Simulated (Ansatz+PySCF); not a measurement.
Results of a calculation; reference values are marked as such.
## PySCF 2.14.0 run

```python
from pyscf import gto, scf, cc

mol = gto.M(atom="""
Li 0.000000 0.000000 -2.010670
F 0.000000 0.000000 0.670220
""", basis='sto-3g', charge=0, spin=0)
mf = scf.RHF(mol)
mf.kernel()
mycc = cc.CCSD(mf, frozen=1).run()
et = mycc.ccsd_t()
print(mf.e_tot, mycc.e_corr, et, mycc.e_tot + et)
```

The script is written out from the run's settings.

Output:

| Property | Result |
| --- | --- |
| Converged | yes |
| Reference energy | -105.20069 hartree |
| CCSD correlation energy | -0.11455 hartree |
| Triples correction | -0.00548 hartree |
| Total energy | -105.32073 hartree |

Caution: large amplitudes, a single reference is doubtful; an unrestricted determinant lies well below.
